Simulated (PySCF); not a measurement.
Compound: cis-1-chloro-2-fluoroethylene, C2H2ClF.
SMILES: `F/C=C\Cl`

The closed-shell ground state was solved at several levels (PySCF, density fitting, gas phase, non-relativistic). Isolated species at its PBE0-D3(BJ)/def2-SVP geometry, gas phase.

```tsv
level	basis functions	HOMO (eV)	LUMO (eV)	gap (eV)	dipole (D)
B3LYP/def2-TZVP	142	-7.18	-0.34	6.84	2.06
CAM-B3LYP/def2-SVPD	106	-8.89	0.94	9.83	2.18
mPW1PW91/pcSseg-2	179	-7.49	-0.17	7.32	2.15
B3LYP/6-31G*	64	-6.89	0.18	7.07	2.13
B3LYP/cc-pVTZ	152	-7.16	-0.27	6.89	2.06
PBE0/pcSseg-1	85	-7.46	-0.05	7.41	2.22
```

Question: Estimate the row for B3LYP/aug-cc-pVTZ-J, a basis of 246 functions; the other rows only guide the guess.

Answer: HOMO -7.26 eV, LUMO -0.48 eV, gap 6.78 eV, dipole 2.05 D.

Question: Over all these levels, which gives the widest orbital gap and which the narrowest?

Answer: CAM-B3LYP/def2-SVPD (range-separated hybrid) has the widest, 9.83 eV, and B3LYP/aug-cc-pVTZ-J (global hybrid, 20 % exact exchange) the narrowest, 6.78 eV. Functional and basis both differ between the two, so the spread mixes both effects.

Question: How much does the basis alone move the frontier levels among the 4 B3LYP rows (the withheld one included)?

Answer: The HOMO by 0.37 eV and the LUMO by 0.66 eV. By rising basis size (HOMO, LUMO in eV): 6-31G* -6.89, 0.18; def2-TZVP -7.18, -0.34; cc-pVTZ -7.16, -0.27; aug-cc-pVTZ-J -7.26, -0.48.

Question: How far do the dipole and the HOMO energy spread over the levels?

Answer: The dipole runs from 2.05 to 2.22 D (mean 2.12 D) and the HOMO from -8.89 to -6.89 eV.
